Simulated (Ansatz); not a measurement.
Cartesian coordinates in Å:
```
C -0.969 -0.012 -1.421
S -1.111 0.405 0.324
C 0.491 0.057 0.957
N 0.851 0.203 2.158
O 1.352 -0.397 0.034
H -1.951 0.194 -1.849
H -0.222 0.609 -1.911
H -0.729 -1.065 -1.552
H 0.107 0.551 2.752
H 2.182 -0.546 0.510
```

Charge 0, multiplicity 1.

(1) List the ωB97M-V/def2-TZVPP orbital energies in eV (the Gaussian-basis code of Ansatz). (Best estimate.)

Answers

(1) Computed: Occupied: -2427.32, -527.35, -393.98, -284.85, -282.35, -221.27, -164.40, -164.30, -164.17, -33.32, -27.87, -25.20, -21.77, -19.56, -17.64, -15.80, -15.32, -14.42, -14.35, -13.89, -11.94, -10.97, -10.48, -9.08. Lowest empty: 2.19, 2.73, 2.80, 3.49, 4.26, 4.33, 4.61, 4.79.
